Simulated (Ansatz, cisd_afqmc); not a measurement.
System: PH₄, charge 0, doublet.
HTBH set geometry:
```
P
H 1 1.4140
H 1 1.4140 2 93.50
H 1 1.4844 2 92.53 3 92.73
H 4 1.2642 1 166.75 2 -43.08
```
Charge 0, spin multiplicity 2.

Total energies in aug-cc-pV(D+d)Z, 9 correlated electrons, 5 frozen orbitals. UHF or UKS for unpaired electrons; spin-orbit terms are left out. Correlated methods leave the cores frozen. No relativity. AFQMC/CISD: phaseless, guided by CISD from CCSD amplitudes; bars are statistical, one sigma. Outlying blocks are dropped, and bars are widened where a walk drifts. Over all cases where full CI ran beside it in this data, AFQMC minus full CI had a median of +0.1 mEh and passed +0.4 mEh in a tenth of the cases. The UHF reference of H4P (saddle point or complex, doublet) is spin-contaminated (<S^2> up to 0.03 over the pure value in the sets run).

```
method         program         energy (Eh)  minus CCSDT(Q) (mEh)
----------  ----------  ------------------  --------------------
HF              Ansatz          -342.96089                189.02
MP2             Ansatz          -343.10994                 39.97
CCSD            Ansatz          -343.14315                  6.77
CCSD(T)         Ansatz          -343.14866                  1.25
CCSDT(Q)        Ansatz          -343.14991                  0.00
AFQMC/CISD  cisd_afqmc  -343.1499 ± 0.0003             0.0 ± 0.3
```

Rough core times of Ansatz's runs on a shared machine: CCSD(T) under 20 s, CCSDT(Q) 5 min.

Ansatz is a program for electronic structure.
